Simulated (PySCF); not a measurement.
Li₃: double against triple zeta

Base calculation in PySCF with density fitting and no spin–orbit coupling, PBE/def2-SVP (no relativity): doublet, C2v, Li–Li 2.831 Å (×2), Li–Li 3.321 Å; Li–Li–Li 54.1° (×2), Li–Li–Li 71.8°; wavenumbers 174, 180, 314 cm⁻¹; dipole moment 0.22 D, polar-tensor charge of Li 0.27 e.

Task: What changes on going to PBE/def2-TZVP (no relativity)?

Result: The point group stays the same. Changes: mean bond to Li -0.021 Å, highest wavenumber -1 cm⁻¹, lowest wavenumber -15 cm⁻¹, dipole moment +0.06 D, polar-tensor charge of Li -0.11 e. The new structure has Li–Li 2.810 Å (×2), Li–Li 3.354 Å; Li–Li–Li 53.4° (×2), Li–Li–Li 73.3°, with wavenumbers 159, 180, 313 cm⁻¹. The larger basis shortens the bonds, as added polarisation functions usually do.

Only the bonding shown was studied: isomers, or loss of a ligand pair, can lie lower.
